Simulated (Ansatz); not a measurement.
System: Cs6Sn2P2Se14 (P-1, No. 2; cell taken from a computed entry). Method: PBE0 (Ansatz, a program for electronic structure, PAW).

Numerical settings: plane-wave cutoff 460 eV, 4×4×2 k mesh (along the axes of the cell as run), Fermi–Dirac smearing 0.01 eV, scalar-relativistic PAW data made under PBE.

Cell (relaxed with PBEsol):

```cif
data_Cs6P2Se14Sn2
_chemical_formula_sum 'Cs6 Sn2 P2 Se14'
_space_group_name_H-M_alt 'P 1'
_space_group_IT_number 1
_cell_length_a 7.40266
_cell_length_b 9.86266
_cell_length_c 12.19262
_cell_angle_alpha 80.132
_cell_angle_beta 88.182
_cell_angle_gamma 70.462
loop_
_space_group_symop_operation_xyz
  'x, y, z'
loop_
_atom_site_label
_atom_site_type_symbol
_atom_site_fract_x
_atom_site_fract_y
_atom_site_fract_z
_atom_site_occupancy
Cs1 Cs 0.65845 0.63339 0.40311 1
Cs2 Cs 0.34155 0.36661 0.59689 1
Cs3 Cs 0.63160 0.69161 0.01700 1
Cs4 Cs 0.36840 0.30839 0.98300 1
Cs5 Cs 0.03457 0.98774 0.79738 1
Cs6 Cs 0.96543 0.01226 0.20262 1
Sn1 Sn 0.58055 0.90367 0.64298 1
Sn2 Sn 0.41945 0.09633 0.35702 1
P1 P 0.21293 0.54926 0.22913 1
P2 P 0.78707 0.45074 0.77087 1
Se1 Se 0.29604 0.92528 0.51890 1
Se2 Se 0.70396 0.07472 0.48110 1
Se3 Se 0.51710 0.02033 0.81114 1
Se4 Se 0.48290 0.97967 0.18886 1
Se5 Se 0.93658 0.74233 0.62454 1
Se6 Se 0.06342 0.25767 0.37546 1
Se7 Se 0.00826 0.42493 0.20726 1
Se8 Se 0.99174 0.57507 0.79274 1
Se9 Se 0.14174 0.66496 0.36809 1
Se10 Se 0.85826 0.33504 0.63191 1
Se11 Se 0.15055 0.67927 0.06139 1
Se12 Se 0.84945 0.32073 0.93861 1
Se13 Se 0.49774 0.37788 0.25682 1
Se14 Se 0.50226 0.62212 0.74318 1
```

Problem. Predict the band gap, smallest direct gap on the k points sampled and direct gap at Γ.

Solution. 
* **band gap**: 3.05 eV (on the SCF k mesh)
* **smallest direct gap on the k points sampled**: 3.15 eV
* **direct gap at Γ**: 3.16 eV

Note: cell and atoms aren't relaxed at this level (largest force component 0.32 eV/Å, pressure 0.6 GPa).

Spin–orbit coupling is not included.

Computed values are for the static lattice.

The result took very roughly 5 core-hours.
